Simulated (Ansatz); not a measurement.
Input (CCSDTQ/cc-pV(D+d)Z; Ansatz, a quantum-chemistry and plane-wave program): A basis named .json is the Basis Set Exchange file of that set.

Ansatz 0.2 input:
```yaml
crystal:
  periodic: [false, false, false]
  atoms:
    - {symbol: Si, position_ang: [0.00223457, -0.00101284, 0.09492492]}
    - {symbol: H, position_ang: [0.00260731, 1.28256971, -0.65129472]}
    - {symbol: H, position_ang: [-0.03389125, -1.26838990, -0.67765412]}
basis:
  gaussian:
    orbitals: cc-pV_D+d_Z.json
magnetization: {spin_polarized: true, initial_magnetization: 2}
correlation: {method: ccsdtq, electrons: outside_noble_gas}
```

Output:

```
Functional definition: HF
integrals: 0.01 GiB planned
615 factors; integrals over basis functions are off by at most 1.8e-7 eV
mean field: 0.08 GiB planned
mean field evaluation 1: about -7891.0184 eV, gradient 6.6e0 eV
mean field evaluation 2: about -7891.0189 eV, gradient 6.7e0 eV
mean field evaluation 4: about -7891.6891 eV, gradient 7.3e-1 eV
mean field evaluation 8: about -7891.7040 eV, gradient 7.0e-4 eV
mean field evaluation 16: about -7891.7025 eV, gradient 1.3e-1 eV
mean field -7891.70400329 eV, -290.0147729320 hartree, gradient 1.8e-6 eV, S^2 2.005594; 0 other end points of the search recorded, 0 dependent functions left out
5 core orbitals not correlated
reference -7891.70400329 eV, -290.0147729320 hartree; 4, 2 occupied and 24, 26 virtual orbitals, 615 factors
second order -1.97240259 eV of doubles, -0.00000000 eV of singles
coupled cluster: 0.36 GiB planned
cycle   1  -2.39941895 eV  change   -4.3e-1 eV  update   5.4e-2
cycle   2  -2.62598965 eV  change   -2.3e-1 eV  update   2.4e-2
cycle   3  -2.64197498 eV  change   -1.6e-2 eV  update   8.2e-3
cycle   4  -2.64772260 eV  change   -5.7e-3 eV  update   3.3e-3
cycle   5  -2.64697595 eV  change    7.5e-4 eV  update   1.2e-3
cycle   6  -2.64686651 eV  change    1.1e-4 eV  update   3.7e-4
cycle   7  -2.64708474 eV  change   -2.2e-4 eV  update   1.4e-4
cycle   8  -2.64711366 eV  change   -2.9e-5 eV  update   4.3e-5
cycle   9  -2.64709365 eV  change    2.0e-5 eV  update   1.6e-5
cycle  10  -2.64709503 eV  change   -1.4e-6 eV  update   6.5e-6
cycle  11  -2.64709479 eV  change    2.4e-7 eV  update   2.6e-6
cycle  12  -2.64709483 eV  change   -4.3e-8 eV  update   7.8e-7
cycle  13  -2.64709449 eV  change    3.4e-7 eV  update   3.0e-7
Total energy: -7894.35109779 eV, -290.1120518603 hartree
```

This triplet is an excited state, 0.9 eV above the singlet at CCSD(T)/cc-pV(5+d)Z (Ansatz).
